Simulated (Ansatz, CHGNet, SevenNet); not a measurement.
C axis length (Å) of solids drawn from the class of tetrahedrally bonded semiconductors and semimetals, from the machine-learned potential CHGNet 0.3.0 (trained on PBE and PBE+U data); the machine-learned potential CHGNet-r²SCAN (trained on r²SCAN data); the machine-learned potential SevenNet-0 (trained on PBE and PBE+U data); the machine-learned potential SevenNet-l3i5 (trained on PBE and PBE+U data); PBE (plane waves, PAW; Ansatz, a program for electronic structure); r²SCAN (plane waves, PAW; Ansatz).

```tsv
solid	CHGNet 0.3.0	CHGNet-r²SCAN	SevenNet-0	SevenNet-l3i5	PBE	r²SCAN
wurtzite GaN	5.207	5.162	5.241	5.242	5.243	…
2H-SiC	5.075	5.042	5.067	5.069	5.074	…
wurtzite AlN	5.009	4.974	5.014	5.011	5.019	4.978
wurtzite CdSe	7.218	7.131	7.183	7.179	7.154	7.078
wurtzite CdS	6.918	6.900	6.863	6.862	6.830	6.766
wurtzite ZnO	5.283	5.225	5.300	5.303	5.293	5.211
```

Task: Fill in the missing entries.

Result: 
- wurtzite GaN, r²SCAN: 5.184
- 2H-SiC, r²SCAN: 5.048

The levels part most in proportion for wurtzite CdS (6.766 to 6.918 Å) and least for 2H-SiC (5.042 to 5.075 Å).

Ansatz's runs of these crystals have no spin polarisation.

Ansatz's density-functional and Hartree–Fock values are scalar-relativistic unless marked +SOC, with PAW data made under PBE.

Machine-learned potentials (CHGNet 0.3.0, CHGNet-r²SCAN, SevenNet-0, SevenNet-l3i5) are trained on DFT data: a solid inside that data is no test of them.
